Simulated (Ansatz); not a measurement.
Ideal-gas functions of `[SiH3][AlH][SH]` at 400 K and 1 bar, from an Ansatz frequency run at PBE0-D4/def2-TZVP.

Molar mass 92.18 g/mol, point group Cs (symmetry number 1), electronic degeneracy 1, moments of inertia 39.818, 263.876, 297.885 u Å². Harmonic wavenumbers (cm⁻¹, unscaled): 43, 102, 262, 361, 403, 434, 488, 505, 603, 676, 860, 935, 937, 1925, 2199, 2206, 2217, 2710.

Use S(trans) = R[1.5 ln M + 2.5 ln T − 1.1517]; rotational temperatures θ = 24.2544 K / I; S(rot) = R[ln(√π/σ · √(T³/θAθBθC)) + 1.5]; for each mode x = 1.438777 ν̃/T, S = R[x/(eˣ − 1) − ln(1 − e⁻ˣ)] and H = RT x/(eˣ − 1); 1 cm⁻¹ = 0.0119627 kJ/mol; R = 8.31446 J/(mol·K).

Question: By hand: the entropy, in J/(mol·K).

Answer: Translation 171.4. Rotation: θ = 0.6091, 0.0919, 0.0814 K, giving 114.4. Vibration, mode by mode: 23.84, 16.70, 9.11, 6.70, 5.92, 5.41, 4.63, 4.41, 3.34, 2.71, 1.61, 1.30, 1.29, 0.06, 0.03, 0.03, 0.03, 0.01, in all 87.1. Electronic 0.0. Sum 372.9 J/(mol·K).

Question: By hand: H − E and G − E in kJ/mol, counted from the electronic energy.

Answer: Zero-point energy ½ × 17866 × 0.0119627 = 106.9; thermal vibration 17.8; translation, rotation and pV give 4 RT = 13.3. H − E = 138.0 kJ/mol, and G − E = 138.0 − 400 × 372.9/1000 = -11.2 kJ/mol.

Vibration gives 23 % of the entropy, 40.5 J/(mol·K) of it from the modes under 150 cm⁻¹: soft modes count most, and the harmonic formula is weakest for them. The sum counts one conformer and one mirror image; others add a mixing term.
